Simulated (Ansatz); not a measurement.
**CHBN− (SMILES B1=C[N-]1): functionals against CCSD(T) at one geometry**

Aim: energy, forces and dipole at a structure displaced at random from a GFN2-xTB minimum, from CCSD(T) and from density functionals.

Program: Ansatz 0.2.0, Gaussian basis. Level of theory: single points in def2-TZVPPD. These are calculated values, not measurements.

Correlated methods freeze the cores.

## 1. The system as given

4 atoms, charge -1, spin multiplicity 1.

Atoms are counted from 1 here; the program's logs count them from 0.

Bond lengths: B1–C2 1.529 Å, B1–N3 1.550 Å, C2–N3 1.279 Å, C2–H4 1.146 Å. Angles: C2–B1–N3 49.1°, B1–C2–N3 66.3°, B1–C2–H4 166.0°, N3–C2–H4 127.7°, B1–N3–C2 64.6°.

As a file:

```
atom    x (Å)    y (Å)    z (Å)
  B1  -1.1970  -0.4790   0.2964
  C2   0.0646   0.3136  -0.0491
  N3   0.2711  -0.9389   0.1038
  H4   0.8343   1.1250  -0.2978
```

## 2. CCSD(T)/def2-TZVPPD

run/in.yaml

```yaml
crystal:
  periodic: [false, false, false]
  atoms:
    - {symbol: B, position_ang: [-1.197000, -0.479000, 0.296400]}
    - {symbol: C, position_ang: [0.064600, 0.313600, -0.049100]}
    - {symbol: N, position_ang: [0.271100, -0.938900, 0.103800]}
    - {symbol: H, position_ang: [0.834300, 1.125000, -0.297800]}
basis:
  gaussian: {orbitals: "def2-TZVPPD.json"}
total_charge: -1
correlation: {method: ccsd_t}
output: {forces: true}
```

The basis file named in the input lies beside it (Basis Set Exchange, JSON).

No record of the launch command was kept for these runs.

## 3. PBE0-D4/def2-TZVPPD

run/in.yaml: that of step 2 with these lines changed.

```diff
@@ -10,3 +10,3 @@
 total_charge: -1
-correlation: {method: ccsd_t}
-output: {forces: true}
+hamiltonian: {xc: pbe0, dispersion: d4}
+output: {forces: true, orbitals: {seedname: orbitals}}
```

## 4. wB97M-V/def2-TZVPPD

run/in.yaml: that of step 3 with these lines changed.

```diff
@@ -10,3 +10,3 @@
 total_charge: -1
-hamiltonian: {xc: pbe0, dispersion: d4}
-output: {forces: true, orbitals: {seedname: orbitals}}
+hamiltonian: {xc: {name: wB97M-V}}
+output: {forces: true}
```

## 5. r2SCAN-D4/def2-TZVPPD

run/in.yaml: that of step 4 with these lines changed.

```diff
@@ -10,3 +10,3 @@
 total_charge: -1
-hamiltonian: {xc: {name: wB97M-V}}
+hamiltonian: {xc: r2scan, dispersion: d4}
 output: {forces: true}
```

## 6. PBE-D4/def2-TZVPPD

run/in.yaml: that of step 5 with these lines changed.

```diff
@@ -10,3 +10,3 @@
 total_charge: -1
-hamiltonian: {xc: r2scan, dispersion: d4}
+hamiltonian: {xc: pbe, dispersion: d4}
 output: {forces: true}
```

## 7. BLYP-D4/def2-TZVPPD

run/in.yaml: that of step 6 with these lines changed.

```diff
@@ -10,3 +10,3 @@
 total_charge: -1
-hamiltonian: {xc: pbe, dispersion: d4}
+hamiltonian: {xc: {name: BLYP}, dispersion: d4}
 output: {forces: true}
```

## 8. revPBE-D4/def2-TZVPPD

run/in.yaml: that of step 7 with these lines changed.

```diff
@@ -10,3 +10,3 @@
 total_charge: -1
-hamiltonian: {xc: {name: BLYP}, dispersion: d4}
+hamiltonian: {xc: {name: revPBE}, dispersion: d4}
 output: {forces: true}
```

(Steps that only read results are left out.)

Before running it: what results should come out? Wanted: RMS force component; RMS force error; HOMO and LUMO, PBE0-D4; T1 diagnostic.

The runs gave:

| quantity | value |
| --- | --- |
| RMS force component | 0.488 to 0.750 eV/Å over the methods |
| RMS force error | PBE0-D4 0.484, wB97M-V 0.457, r2SCAN-D4 0.361, PBE-D4 0.197, BLYP-D4 0.176, revPBE-D4 0.160 eV/Å |
| HOMO and LUMO, PBE0-D4 | 0.54 and 4.24 eV |
| T1 diagnostic | 0.015 |

In words: For forces revPBE-D4 does best and PBE0-D4 worst. Frozen-core CCSD(T) forces in triple zeta carry basis errors of their own, and this is one geometry, so small gaps rank nothing.
